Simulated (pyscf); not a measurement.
chloride (Cl⁻) + H₃C–CH₂–I -> chloroethane (H₃C–CH₂–Cl) + I⁻, a substitution at C (singlet surface; C–I broken, C–Cl formed). Optimised with ωB97X-D3(BJ)/def2-SVPD in PySCF. Energies in kJ/mol from the separated reactants.

AM1 to PM7: differences of heats of formation from MOPAC. 

### Question
In single points PM3 puts the saddle at -74.9 kJ/mol and the reaction energy at -176.8 kJ/mol. Should these be trusted to within a few kcal/mol? Compare with ωB97M-D3(BJ)/def2-TZVPD.

### Answer
ωB97M-D3(BJ)/def2-TZVPD gives ΔE‡ = -7.9 kJ/mol and ΔE = -66.9 kJ/mol. PM3 lies 67.0 kJ/mol under it in the barrier and 109.9 kJ/mol under it in the reaction energy, so on this step it does not hold to within 12.6 kJ/mol. ωB97M-D3(BJ)/def2-TZVPD has limits of its own. On the reactant side the descent ends in a bound adduct, 50.3 kJ/mol under the separated species and 49.4 kJ/mol under the saddle at ωB97X-D3(BJ)/def2-TZVPD. On the product side the descent ends in a bound adduct, 37.6 kJ/mol under the separated species and 96.5 kJ/mol under the saddle at ωB97X-D3(BJ)/def2-TZVPD. At ωB97M-D3(BJ) the saddle lies under the separated reactants, which points to a path from their complex (located at ωB97X-D3(BJ) alone). One saddle was located; it need not be the lowest between these sides. The angle at the attacked C is 163°. Elements past Kr carry the def2 core potentials, without spin-orbit coupling.
